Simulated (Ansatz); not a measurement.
## AlNi2 (P-3m1)

Theory: DFT PBEsol, scalar-relativistic, plane waves, PAW in Ansatz.

Cutoff 420 eV; k points 12×12×8 on the computed 6-atom cell (Γ-centred); Gaussian smearing, width 0.10 eV; no spin polarisation.

The structure is relaxed at this level of theory with its symmetry kept. Whether it is the stable form of this composition wasn't checked.

```cif
data_structure
_symmetry_space_group_name_H-M 'P 1'
_symmetry_Int_Tables_number 1
_cell_length_a 3.9749
_cell_length_b 3.9749
_cell_length_c 4.9060
_cell_angle_alpha 90.000
_cell_angle_beta 90.000
_cell_angle_gamma 120.000
_cell_volume 67.13
loop_
_atom_site_label
_atom_site_type_symbol
_atom_site_fract_x
_atom_site_fract_y
_atom_site_fract_z
_atom_site_occupancy
Al1 Al 0.33333 0.66667 0.19258 1
Al2 Al 0.66667 0.33333 0.80742 1
Ni1 Ni 0.33333 0.66667 0.68754 1
Ni2 Ni 0.66667 0.33333 0.31246 1
Ni3 Ni 0.00000 0.00000 0.50000 1
Ni4 Ni 0.00000 0.00000 0.00000 1
```

```json
{
 "Space group": "P-3m1 (No. 164)",
 "Volume per atom": "11.19 Å³",
 "Formation energy from the elements' standard states (uncorrected)": "-0.507 eV/atom",
 "Kohn–Sham band gap": "none (metal)",
 "Density of states at the Fermi level": "2.75 states/eV per cell",
 "Löwdin character within 0.5 eV of the Fermi level": "Ni 3d 75 %, Al 3p 15 %",
 "Bulk modulus": "190 GPa",
 "Its pressure derivative": "4.5",
 "Bader charges (e)": "Al (2 in the cell) 1.84, Ni (2 in the cell) -1.19, Ni (1 in the cell) -0.28, Ni (1 in the cell) -1.02"
}
```

A ferromagnetic start lost its moments in a first run, so spin was left out; other magnetic orders weren't tried.